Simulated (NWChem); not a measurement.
**S2F2 (Difluorodisulfane) at HF/STO-3G**

Aim: the energy change on altering one bond length of S2F2 (Difluorodisulfane) at HF/STO-3G, from 2 runs. 

The calculation is run with NWChem 7.3.0.

3 further runs of the same task are left out: 3 that didn't finish. Runs told in other sessions of the task aren't counted.

**1. The molecule**

S2F2 has 4 atoms, charge 0, and is taken as a singlet. SMILES: `FSSF`. The shape is that of a PBE0-D4/def2-TZVP optimisation.

Bond lengths: F1–S2 1.631 Å, S2–S3 1.890 Å, S3–F4 1.631 Å. Angles: F1–S2–S3 108.6°, S2–S3–F4 108.6°.

**2. Energy and forces at HF/STO-3G**

input.nw

```
START input
TITLE "F2S2 gradient"
memory stack 880 mb heap 220 mb global 1100 mb

GEOMETRY noautosym nocenter noautoz
   F       -1.783750      -0.199930      -0.621590
   S       -0.467670       0.764150      -0.632370
   S        1.044990      -0.276390      -0.184720
   F        1.206410      -0.287820       1.438680
END

BASIS "ao basis" spherical bse
   F library STO-3G
   S library STO-3G
END

SCF
   thresh 1e-08
   maxiter 80
   print low
END

TASK scf gradient
```

Run with:

```bash
$ nwchem input.nw > input.out
```

The log of the run:

```text
[...]
  functions       =    28
[...]
  wavefunction    = RHF
[...]
         Total SCF energy =   -982.331905443841
      One-electron energy =  -1829.059286187389
      Two-electron energy =    616.599044960959
 Nuclear repulsion energy =    230.128335782588
        Time for solution =      0.5s
[...]
                         RHF ENERGY GRADIENTS
    atom               coordinates                        gradient
                 x          y          z           x          y          z
   1 F      -3.370799  -0.377813  -1.174635    0.008524   0.023327  -0.004198
   2 S      -0.883768   1.444034  -1.195006    0.079579  -0.099551   0.020948
   3 S       1.974745  -0.522301  -0.349070   -0.097967   0.084015   0.005083
   4 F       2.279784  -0.543901   2.718711    0.009863  -0.007791  -0.021832
 Task  times  cpu:        0.6s     wall:        0.6s
 Total times  cpu:        0.6s     wall:        0.6s
```

Run time: 1.1 s. Hardware: 1 thread of Intel Xeon 6975P-C (Granite Rapids), shared host; peak memory 0.1 GiB.

**3. The distorted shape: a single-point energy at HF/STO-3G**

mol.nw

```
start mol
title "Difluorodisulfane"
memory 2200 mb
geometry noautosym nocenter noautoz
  F    -1.912886   -0.190786   -1.920308
  S    -0.596806    0.773294   -1.931088
  S     0.915854   -0.267246   -1.483438
  F     1.206410   -0.287820    1.438680
end
basis spherical bse
  * library STO-3G
end
scf
  singlet
  rhf
  thresh 1e-08
  maxiter 80
end
task scf
```

Run with:

```bash
$ nwchem mol.nw > mol.out
```

The log of the run:

```text
[...]
  functions       =    28
[...]
  wavefunction    = RHF
[...]
         Total SCF energy =   -982.074842412203
      One-electron energy =  -1768.659798319055
      Two-electron energy =    587.069608062310
 Nuclear repulsion energy =    199.515347844543
        Time for solution =      1.1s
[...]
```

Wall time 1.6 s (1 thread of Intel Xeon 6975P-C (Granite Rapids), shared host); peak memory 0.1 GiB.

**4. Outcome**

At HF/STO-3G:

| quantity | value |
| --- | --- |
| first shape: total energy | -982.33191 Eh |
| first shape: largest force on an atom | 6.642 eV/Å |
| distorted shape: total energy | -982.07484 Eh |
| distorted shape: dipole moment | 2.30 D |
| distorted shape: HOMO energy | -4.63 eV |
| distorted shape: LUMO energy | 1.15 eV |
| distorted shape: HOMO–LUMO gap | 5.77 eV |
| energy change with the S3–F4 bond stretched from 1.631 to 2.937 Å | 6.995 eV |

What this shows: One bond (distorted shape) is far stretched, which a spin-restricted single reference describes badly; a broken-symmetry solution may lie lower. With the S3–F4 bond stretched from 1.631 to 2.937 Å the energy rises by 7.00 eV (675 kJ/mol). The first shape isn't relaxed at this level, so the change isn't measured from a minimum. A restricted reference can't describe the breaking bond well at this length. The minimal basis adds a large error of its own. The largest force (first shape) is 6.64 eV/Å: too large for a shape near rest; a basis without polarisation functions on a geometry from another level can give that. Mulliken charges (distorted shape) run from -0.18 on F1 to +0.27 on S2.
